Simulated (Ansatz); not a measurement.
# NOF (SMILES O=NF) at CCSDT(Q)/STO-3G

What is the vertical ionisation energy of NOF at CCSDT(Q)/STO-3G? 

Program for the calculation: Ansatz 0.2.0.

63 further runs of the same task are left out: 16 that didn't finish, 47 set aside as unsound or not needed.

### 1 The structure to begin with

NOF has 3 atoms, charge 0, and is taken as a singlet. SMILES: `O=NF`. Geometry: relaxed at PBE0-D4/def2-TZVP.

Bond lengths: O1–N2 1.127 Å, N2–F3 1.483 Å. Angles: O1–N2–F3 110.4°.

### 2 The energy at CCSDT(Q)/STO-3G

job.yaml

```yaml
crystal:
  periodic: [false, false, false]
  atoms:
    - {symbol: O, position_ang: [0.868350, 0.242970, 0.504740]}
    - {symbol: "N", position_ang: [0.148930, -0.482540, 0.029910]}
    - {symbol: F, position_ang: [-1.017290, 0.239580, -0.534650]}
basis:
  gaussian:
    orbitals: STO-3G
magnetization:
  spin_polarized: false
correlation:
  method: ccsdt_q
  frozen_orbitals: {F: 1, "N": 1, O: 1}
accuracy: high
scf:
  omitted_lower_state_checks: [cluster_reference, increment]
```

Started as:

```
$ ansatz run job.yaml --threads 1 --pin off --max-ram 3480MiB --events-out events.jsonl --progress --plain --runs-dir runs
```

The program printed:

```text
Warning: RAYON_NUM_THREADS=1 ignored (pool sized by the plan → 1); use --threads N
Functional definition: HF
  name "HF"
  exchange = exact_x
  correlation = 0
these checks for a lower state are left out or cut short: cluster_reference, increment
251 factors; integrals over basis functions are off by at most 3.5e-8 eV
mean field evaluation 1: about -6132.4955 eV, gradient 2.7e1 eV
mean field evaluation 2: about -6132.6409 eV, gradient 2.7e1 eV
mean field evaluation 4: about -6136.0161 eV, gradient 2.8e0 eV
mean field evaluation 8: about -6136.1243 eV, gradient 1.5e-1 eV
mean field -6136.12442552 eV, -225.4984134232 hartree, gradient 1.1e-8 eV, S^2 0.000000; 0 other end points of the search recorded, 0 dependent functions left out; unrestricted orbitals would lower it
3 core orbitals not correlated: weight in the atoms' cores, before any rotation towards them, 1.000 or more for the frozen orbitals, at most 0.000 for the correlated occupied ones
reference -6136.12442552 eV, -225.4984134232 hartree; 9, 9 occupied and 3, 3 virtual orbitals, 251 factors
second order -3.96913768 eV of doubles, -0.00000000 eV of singles
cycle   1  -4.31579098 eV  change   -3.5e-1 eV  update   1.0e-1
cycle   2  -4.66191234 eV  change   -3.5e-1 eV  update   5.7e-2
cycle   3  -4.90458552 eV  change   -2.4e-1 eV  update   3.5e-2
cycle   4  -4.93303467 eV  change   -2.8e-2 eV  update   1.7e-2
cycle   5  -4.95737199 eV  change   -2.4e-2 eV  update   1.3e-2
cycle   6  -4.96802508 eV  change   -1.1e-2 eV  update   5.9e-3
cycle   7  -4.97333359 eV  change   -5.3e-3 eV  update   3.1e-3
cycle   8  -4.97159345 eV  change    1.7e-3 eV  update   1.1e-3
cycle   9  -4.97132203 eV  change    2.7e-4 eV  update   6.2e-4
cycle  10  -4.97239983 eV  change   -1.1e-3 eV  update   2.7e-4
cycle  11  -4.97243353 eV  change   -3.4e-5 eV  update   1.0e-4
cycle  12  -4.97248974 eV  change   -5.6e-5 eV  update   4.3e-5
cycle  13  -4.97249708 eV  change   -7.3e-6 eV  update   1.9e-5
cycle  14  -4.97249080 eV  change    6.3e-6 eV  update   1.0e-5
cycle  15  -4.97249908 eV  change   -8.3e-6 eV  update   4.6e-6
cycle  16  -4.97250259 eV  change   -3.5e-6 eV  update   2.6e-6
cycle  17  -4.97250433 eV  change   -1.7e-6 eV  update   1.8e-6
cycle  18  -4.97250352 eV  change    8.2e-7 eV  update   5.2e-7
cycle  19  -4.97250264 eV  change    8.7e-7 eV  update   2.6e-7
cycle  20  -4.97250257 eV  change    7.7e-8 eV  update   1.2e-7
cycle  21  -4.97250257 eV  change   -4.7e-9 eV  update   8.4e-8
cycle  22  -4.97250261 eV  change   -3.9e-8 eV  update   4.2e-8
cycle  23  -4.97250228 eV  change    3.3e-7 eV  update   1.2e-7
cycle  24  -4.97250225 eV  change    2.2e-8 eV  update   5.6e-8
cycle  25  -4.97250222 eV  change    3.1e-8 eV  update   3.5e-8
cycle  26  -4.97250223 eV  change   -7.4e-9 eV  update   1.2e-8
cycle  27  -4.97250224 eV  change   -1.3e-8 eV  update   6.8e-9
cycle  28  -4.97250225 eV  change   -5.4e-9 eV  update   3.0e-9
cycle  29  -4.97250225 eV  change  -7.4e-10 eV  update   1.5e-9
cycle  30  -4.97250225 eV  change  -9.0e-10 eV  update  8.0e-10
perturbative correction -0.02573520 eV, -0.0009457513 hartree
Total energy: -6141.12266297 eV, -225.6820952617 hartree
Checks for a lower state left out: cluster_reference, increment
```

It took 0.71 s on 1 thread of Intel Xeon Platinum 8488C (Sapphire Rapids), shared host.

### 3 The doublet cation, same level

run.yaml

```yaml
crystal:
  periodic: [false, false, false]
  atoms:
    - {symbol: O, position_ang: [0.868350, 0.242970, 0.504740]}
    - {symbol: N, position_ang: [0.148930, -0.482540, 0.029910]}
    - {symbol: F, position_ang: [-1.017290, 0.239580, -0.534650]}
basis:
  gaussian:
    orbitals: STO-3G
correlation:
  method: ccsdt_q
  frozen_orbitals: {F: 1, "N": 1, O: 1}
total_charge: 1
magnetization:
  spin_polarized: true
  initial_magnetization: 1
accuracy: high
scf:
  omitted_lower_state_checks: [cluster_reference, increment]
```

Started as:

```
$ ansatz run run.yaml --threads 1 --pin off --max-ram 3480MiB --events-out events.jsonl --progress --plain --runs-dir runs
```

The program printed:

```text
Warning: RAYON_NUM_THREADS=1 ignored (pool sized by the plan → 1); use --threads N
[... 19 lines left out ...]
3 core orbitals not correlated: weight in the atoms' cores, before any rotation towards them, 1.000 or more for the frozen orbitals, at most 0.000 for the correlated occupied ones
[... 54 lines left out ...]
Total energy: -6132.60911792 eV, -225.3692282519 hartree
Checks for a lower state left out: cluster_reference, increment
```

It took 6.3 s on 1 thread of Intel Xeon Platinum 8488C (Sapphire Rapids), shared host; peak memory 0.16 GiB.

### 4 Summary of results

Level: CCSDT(Q)/STO-3G, 3 core orbitals frozen.

| quantity | value |
| --- | --- |
| singlet NOF: total energy | -225.68210 Eh |
| singlet NOF: correlation energy (3 core orbitals frozen) | -183.7 mEh |
| singlet NOF: T1 diagnostic | 0.027 |
| doublet cation: total energy | -225.36923 Eh |
| doublet cation: correlation energy (3 core orbitals frozen) | -191.7 mEh |
| doublet cation: ⟨S²⟩ of the reference determinant | 1.032 |
| doublet cation: T1 diagnostic | 0.069 |
| vertical ionisation energy (to the doublet cation) | 8.514 eV |

The vertical ionisation energy comes to 8.51 eV (196 kcal/mol). In a minimal basis such a difference can be off by several eV, whatever the method. The T1 diagnostic (singlet NOF) of 0.027 is above the customary mark for such species, so a single reference may not serve. The restricted solution (singlet NOF) is unstable to spin breaking: an unrestricted one lies lower. ⟨S²⟩ (doublet cation) is 1.03 where a pure doublet has 0.75: the reference is spin-contaminated. The T1 diagnostic (doublet cation) of 0.069 is above the customary mark for such species, so a single reference may not serve.
